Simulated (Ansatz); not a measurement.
in.yaml

```yaml
crystal:
  periodic: [false, false, false]
  atoms:
    - {symbol: C, position_ang: [0.000000, 0.000000, 0.000000]}
    - {symbol: H, position_ang: [0.714706, 0.716952, 0.716055]}
    - {symbol: H, position_ang: [-0.718739, -0.713221, 0.715745]}
    - {symbol: H, position_ang: [-0.713064, 0.714852, -0.719782]}
    - {symbol: H, position_ang: [0.717097, -0.718584, -0.712018]}
basis:
  gaussian: {orbitals: 6-31G}
magnetization: {spin_polarized: false}
correlation: {method: ccsdtq, electrons: outside_noble_gas}
```

```sh
$ ansatz run in.yaml --threads 1 --pin off --events-out ev --progress --plain --max-ram 2393MiB
```

The program prints:

```
392 factors; integrals over basis functions are off by at most 1.4e-7 eV
mean field evaluation 1: about -1091.5483 eV, gradient 1.1e1 eV
mean field evaluation 2: about -1091.5429 eV, gradient 1.1e1 eV
mean field evaluation 4: about -1091.9408 eV, gradient 1.1e0 eV
mean field evaluation 8: about -1091.9446 eV, gradient 2.3e-6 eV
mean field -1091.94463360 eV, -40.1282251382 hartree, gradient 3.5e-6 eV, S^2 0.000000; 0 other end points of the search recorded, 0 dependent functions left out
1 core orbitals not correlated: weight in the atoms' cores, before any rotation towards them, 1.000 or more for the frozen orbitals, at most 0.000 for the correlated occupied ones
reference -1091.94463360 eV, -40.1282251382 hartree; 4, 4 occupied and 12, 12 virtual orbitals, 392 factors
second order -2.98264464 eV of doubles, -0.00000000 eV of singles
cycle   1  -3.37356511 eV  change   -3.9e-1 eV  update   5.7e-2
cycle   2  -3.63450275 eV  change   -2.6e-1 eV  update   2.5e-2
cycle   3  -3.68814179 eV  change   -5.4e-2 eV  update   8.6e-3
cycle   4  -3.68915245 eV  change   -1.0e-3 eV  update   2.2e-3
cycle   5  -3.69034442 eV  change   -1.2e-3 eV  update   6.0e-4
cycle   6  -3.69004828 eV  change    3.0e-4 eV  update   1.2e-4
cycle   7  -3.69021836 eV  change   -1.7e-4 eV  update   4.0e-5
cycle   8  -3.69020154 eV  change    1.7e-5 eV  update   7.5e-6
cycle   9  -3.69019674 eV  change    4.8e-6 eV  update   1.6e-6
cycle  10  -3.69019735 eV  change   -6.1e-7 eV  update   5.1e-7
Total energy: -1095.63483096 eV, -40.2638373896 hartree
```

For the same geometry and basis full CI lies 0.5 meV lower.

Ran on 1 thread of Arm Neoverse V2, shared host: 1.7 s wall, 0.11 GiB peak host memory.
